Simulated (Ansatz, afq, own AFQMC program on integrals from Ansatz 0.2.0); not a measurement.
AFQMC on a folder of integrals that Ansatz 0.2.0 wrote.

```yaml
crystal:
  periodic: [false, false, false]
  atoms:
    - {symbol: Si, position_ang: [0.000000, 0.000000, 0.000000]}
    - {symbol: Si, position_ang: [0.000000, 0.000000, 2.254714]}
basis:
  gaussian: {orbitals: 6-31G}
magnetization: {spin_polarized: true, initial_magnetization: 2}
correlation: {method: ccsd_t, electrons: outside_noble_gas, hamiltonian_folder: ham}
```

```sh
$ ansatz run in.yaml --threads 1 --pin off --events-out ev --progress --plain --max-ram 24576MiB --backend cuda --devices 0, --max-vram 18GiB
```

afq runs on the folder ham with

```
--method phaseless --trial hf --walkers 4000 --populations 20 --least-time 40 --time-step 0.005 --steps-per-block 20 --equilibration-blocks 112 --max-blocks 4000 --target-error 0.0008500 --factor-cut 1e-05 --start spin_pure --seed 9708 --taylor-order 6
```

Times are imaginary, in 1/Eh. The walk had a cap of 49 s. With eight or more populations the least sampling time is a fifth of least-time, and the error comes from their spread.

Output of the walk:

```
orbitals 16  electrons 5 3  factors 87 of 280
reference energy -577.67159508 Eh
CCSD correlation -0.10868699 Eh in 11 cycles, weight of the determinant in the CISD state 0.8625
energy of the start -577.671814 Eh
 block  time / (1/Eh)  mean weight  energy / Eh
     1     0.100  1.0001  -577.681424
     2     0.200  1.0003  -577.690527
     3     0.300  1.0005  -577.698699
     4     0.400  1.0003  -577.706129
     5     0.500  1.0003  -577.712370
     7     0.700  1.0004  -577.722522
     9     0.900  1.0003  -577.730945
    19     1.900  1.0001  -577.756842
    37     3.700  1.0001  -577.777244
    55     5.500  0.9999  -577.776996
    73     7.300  1.0000  -577.786314
    91     9.100  1.0003  -577.782378
   109    10.900  0.9999  -577.778735
   127    12.700  0.9998  -577.776217
   145    14.500  1.0001  -577.775044
   163    16.300  1.0002  -577.782660
   181    18.100  0.9998  -577.777097
   199    19.900  1.0001  -577.779620
   217    21.700  1.0000  -577.778879
   235    23.500  0.9999  -577.775302
   253    25.300  1.0002  -577.780737
   271    27.100  1.0001  -577.773948
   289    28.900  1.0000  -577.774179
   298    29.800  0.9999  -577.772874
   307    30.700  1.0001  -577.773198
   325    32.500  1.0004  -577.774915
   343    34.300  1.0003  -577.777847
   361    36.100  1.0000  -577.776106
   379    37.900  0.9998  -577.776774
error from the spread of 20 populations
energy -577.777008 +/- 0.000828 Eh
(rows thinned)
```

The run passed its tests (sampling time, drift between the halves within three errors, error under three times the target), which doesn't prove that it has relaxed.

Against this walk (error 22.5 meV) on the same determinant: CCSD(T) 209.0 meV lower, CCSDT(Q) 269.3 meV lower, CCSDTQ 273.2 meV lower, full CI 278.1 meV lower, a separate phaseless walk with a CISD trial and standard settings 229.0 ± 22.9 meV lower. The error is statistical and leaves out the bias of the constraint. Full CI is exact here, so the walk's 278 meV above it is the walk's own error: the bias of the constraint with this trial. It lies above even CCSD, by 89 meV.

Cautions: constraint bias not in the error; lower spins were not checked; an unrestricted solution with more broken spin lies lower (339 meV, ⟨S²⟩ 2.60).

The walk took 30 s on 1 × NVIDIA H100 80GB HBM3 with 2 threads of AMD EPYC 7R13 Processor (Zen 3), with other jobs on the host (the card was shared). The log's last line is the phaseless energy.

CCSDT and higher add their correlation energy to the determinant of the CCSD(T) run, since their own runs factorise the integrals more tightly (a shift of under 2 meV). A walk keeps the symmetry of its determinant, which the program's search chose and which needn't be the lowest solution, so a lower state of the same spin and another symmetry isn't excluded.
